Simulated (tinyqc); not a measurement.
Inside a calculation. Method: UHF in the sto-3g basis, for CH2, spin multiplicity 3. One step of it, computed by the program tinyqc.

Task: Iteration 1: diagonalisation and new density. Diagonalise F' = X^T F X, C = X C', fill 5 alpha and 3 beta electrons from the bottom; D(s) = C_occ C_occ^T. Each column has its largest component positive (the first on a tie).

F(alpha) (hartree):
```
            1C 1s      1C 2s    1C 2px     1C 2py     1C 2pz      2H 1s      3H 1s
1C 1s   -9.816142  -2.724610  0.000000   0.000000   0.010548  -0.250743  -0.250743
1C 2s   -2.724610  -1.011201  0.000000   0.000000  -0.020243  -0.244554  -0.244554
1C 2px   0.000000   0.000000  0.236355   0.000000   0.000000   0.000000   0.000000
1C 2py   0.000000   0.000000  0.000000   0.231370   0.000000  -0.118081   0.118081
1C 2pz   0.010548  -0.020243  0.000000   0.000000   0.205404  -0.093623  -0.093623
2H 1s   -0.250743  -0.244554  0.000000  -0.118081  -0.093623  -0.065248  -0.046722
3H 1s   -0.250743  -0.244554  0.000000   0.118081  -0.093623  -0.046722  -0.065248
```

F(beta) (hartree):
```
            1C 1s      1C 2s    1C 2px     1C 2py     1C 2pz      2H 1s      3H 1s
1C 1s   -9.772600  -2.665827  0.000000   0.000000  -0.000040  -0.244439  -0.244439
1C 2s   -2.665827  -0.671156  0.000000   0.000000  -0.279164  -0.213741  -0.213741
1C 2px   0.000000   0.000000  0.959460   0.000000   0.000000   0.000000   0.000000
1C 2py   0.000000   0.000000  0.000000   0.318308   0.000000  -0.110943   0.110943
1C 2pz  -0.000040  -0.279164  0.000000   0.000000   0.835666  -0.082140  -0.082140
2H 1s   -0.244439  -0.213741  0.000000  -0.110943  -0.082140  -0.056872  -0.041377
3H 1s   -0.244439  -0.213741  0.000000   0.110943  -0.082140  -0.041377  -0.056872
```

X:
```
                1          2          3         4          5          6         7
1C 1s   -0.420450   0.000000   0.698865  0.000000  -0.580676   0.000000  0.261946
1C 2s    0.898069   0.000000  -0.322553  0.000000  -0.305561   0.000000  0.495608
1C 2px   0.000000   0.000000   0.000000  1.000000   0.000000   0.000000  0.000000
1C 2py   0.000000   0.853070   0.000000  0.000000   0.000000   0.639106  0.000000
1C 2pz   0.440913   0.000000   0.659918  0.000000   0.618517   0.000000  0.243960
2H 1s   -0.592796  -0.649080  -0.246751  0.000000   0.204490   0.419980  0.373248
3H 1s   -0.592796   0.649080  -0.246751  0.000000   0.204490  -0.419980  0.373248
```

Give: F' = X^T F X; orbital energies; coefficients C; F' = X^T F X; orbital energies; coefficients C; D(alpha) after iteration 1; D(beta) after iteration 1.

Result:

F' = X^T F X (alpha) (hartree):
```
         1       2        3       4        5        6        7
1  -0.1833  0.0000   1.3802  0.0000  -1.2352   0.0000   0.7533
2   0.0000  0.4143   0.0000  0.0000   0.0000   0.1496   0.0000
3   1.3802  0.0000  -3.4209  0.0000   3.9143   0.0000  -2.3111
4   0.0000  0.0000   0.0000  0.2364   0.0000   0.0000   0.0000
5  -1.2352  0.0000   3.9143  0.0000  -4.1690   0.0000   2.6933
6   0.0000  0.1496   0.0000  0.0000   0.0000  -0.0388   0.0000
7   0.7533  0.0000  -2.3111  0.0000   2.6933   0.0000  -1.9650
```

orbital energies (alpha) (hartree): MO1 -9.8257, MO2 -0.3383, MO3 -0.0837, MO4 0.0424, MO5 0.2364, MO6 0.3834, MO7 0.4592

coefficients C (alpha):
```
            MO1      MO2      MO3      MO4     MO5      MO6      MO7
1C 1s    0.9911  -0.2349   0.0000  -0.1571  0.0000  -0.0937   0.0000
1C 2s    0.0346   0.7923   0.0000   0.6539  0.0000   0.4393   0.0000
1C 2px   0.0000   0.0000   0.0000   0.0000  1.0000   0.0000   0.0000
1C 2py   0.0000   0.0000   0.3667   0.0000  0.0000   0.0000   1.0009
1C 2pz   0.0006   0.0695   0.0000  -0.5114  0.0000   0.8975   0.0000
2H 1s   -0.0049   0.2779   0.5890  -0.4863  0.0000  -0.5289  -0.5008
3H 1s   -0.0049   0.2779  -0.5890  -0.4863  0.0000  -0.5289   0.5008
```

F' = X^T F X (beta) (hartree):
```
         1       2        3       4        5       6        7
1  -0.0860  0.0000   1.3669  0.0000  -1.2565  0.0000   0.8488
2   0.0000  0.4643   0.0000  0.0000   0.0000  0.1945   0.0000
3   1.3669  0.0000  -3.0162  0.0000   4.2916  0.0000  -2.3193
4   0.0000  0.0000   0.0000  0.9595   0.0000  0.0000   0.0000
5  -1.2565  0.0000   4.2916  0.0000  -3.7588  0.0000   2.6541
6   0.0000  0.1945   0.0000  0.0000   0.0000  0.0054   0.0000
7   0.8488  0.0000  -2.3193  0.0000   2.6541  0.0000  -1.8564
```

orbital energies (beta) (hartree): MO1 -9.7791, MO2 -0.2068, MO3 -0.0659, MO4 0.3018, MO5 0.5357, MO6 0.9595, MO7 0.9666

coefficients C (beta):
```
            MO1      MO2      MO3      MO4      MO5     MO6      MO7
1C 1s    0.9929  -0.1666   0.0000  -0.2332   0.0000  0.0000   0.0550
1C 2s    0.0281   0.5289   0.0000   0.9690   0.0000  0.0000  -0.1731
1C 2px   0.0000   0.0000   0.0000   0.0000   0.0000  1.0000   0.0000
1C 2py   0.0000   0.0000   0.3062   0.0000   1.0210  0.0000   0.0000
1C 2pz   0.0020   0.1806   0.0000   0.1987   0.0000  0.0000   0.9999
2H 1s   -0.0041   0.4401   0.6178  -0.6104  -0.4647  0.0000  -0.1649
3H 1s   -0.0041   0.4401  -0.6178  -0.6104   0.4647  0.0000  -0.1649
```

D(alpha) after iteration 1:
```
          1C 1s    1C 2s  1C 2px   1C 2py   1C 2pz    2H 1s    3H 1s
1C 1s    1.0622  -0.2546  0.0000   0.0000   0.0646   0.0063   0.0063
1C 2s   -0.2546   1.0565  0.0000   0.0000  -0.2793  -0.0979  -0.0979
1C 2px   0.0000   0.0000  1.0000   0.0000   0.0000   0.0000   0.0000
1C 2py   0.0000   0.0000  0.0000   0.1345   0.0000   0.2160  -0.2160
1C 2pz   0.0646  -0.2793  0.0000   0.0000   0.2664   0.2680   0.2680
2H 1s    0.0063  -0.0979  0.0000   0.2160   0.2680   0.6606  -0.0331
3H 1s    0.0063  -0.0979  0.0000  -0.2160   0.2680  -0.0331   0.6606
```

D(beta) after iteration 1:
```
          1C 1s    1C 2s  1C 2px   1C 2py   1C 2pz    2H 1s    3H 1s
1C 1s    1.0136  -0.0602  0.0000   0.0000  -0.0281  -0.0775  -0.0775
1C 2s   -0.0602   0.2805  0.0000   0.0000   0.0956   0.2327   0.2327
1C 2px   0.0000   0.0000  0.0000   0.0000   0.0000   0.0000   0.0000
1C 2py   0.0000   0.0000  0.0000   0.0937   0.0000   0.1892  -0.1892
1C 2pz  -0.0281   0.0956  0.0000   0.0000   0.0326   0.0795   0.0795
2H 1s   -0.0775   0.2327  0.0000   0.1892   0.0795   0.5754  -0.1880
3H 1s   -0.0775   0.2327  0.0000  -0.1892   0.0795  -0.1880   0.5754
```
